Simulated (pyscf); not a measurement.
Atom transfer: `[OH][Si]([Cl])([Cl])[Cl]` + `[H]` [doublet] -> `[OH][Si]([Cl])[Cl]` [doublet] + `[ClH]`

Gas phase, doublet surface, charge 0. Bonds broken: Si2–Cl3. Bonds formed: Cl3–H7. Structures and frequencies: ωB97X-D3(BJ)/def2-SVP in PySCF.

Transition state (Å):

```xyz
7

O      0.8560     0.7529    -1.4833
Si     0.4798    -0.3421    -0.3154
Cl     0.1287     0.7463     1.7259
Cl    -1.2284    -1.3771    -0.8047
Cl     2.0618    -1.6236    -0.1787
H      0.1749     1.3817    -1.7485
H     -0.0577     1.5277     2.9871
```

One imaginary mode, 706i cm⁻¹; descent along it reached the two sides named.

```tsv
bond	change	reactant side (Å)	saddle	product side
Si2–Cl3	breaks	2.040	2.340	3.9
Cl3–H7	forms	3.6	1.495	1.285
```

Electronic energies relative to the separated reactants (kcal/mol):

| level | barrier | reaction energy | reverse barrier |
|---|---|---|---|
| ωB97X-D3(BJ)/def2-TZVP | 24.3 | +10.6 | 13.8 |
| PBE/def2-TZVP | 11.3 | +3.2 | 8.1 |
| r²SCAN/def2-TZVP | 14.0 | +5.1 | 8.8 |
| B3LYP-D3(BJ)/def2-TZVP | 14.7 | +3.7 | 11.0 |
| PBE0-D3(BJ)/def2-TZVP | 17.1 | +7.2 | 10.0 |
| M06-2X/def2-TZVP | 21.9 | +7.1 | 14.8 |
| ωB97M-D3(BJ)/def2-TZVP | 22.6 | +8.5 | 14.1 |
| HF/def2-TZVP | 38.8 | +9.9 | 28.9 |

With ωB97M-D3(BJ)/def2-TZVP energies and thermal terms (ideal gas, 1 atm, RRHO with modes under 100 cm⁻¹ raised to 100, one conformer, R ln 2 for chiral ones without a mode under 150 cm⁻¹), in kcal/mol:

```tsv
T (K)	ΔH‡	ΔG‡	ΔH	ΔG
298	22.7	29.0	+11.1	+7.7
600	22.2	35.5	+10.2	+4.7
900	21.9	42.2	+9.1	+2.2
1200	21.5	49.1	+8.2	0.0
```

This is the saddle that the search found; another between the same sides may lie lower. The angle at the transferred Cl is 176°.
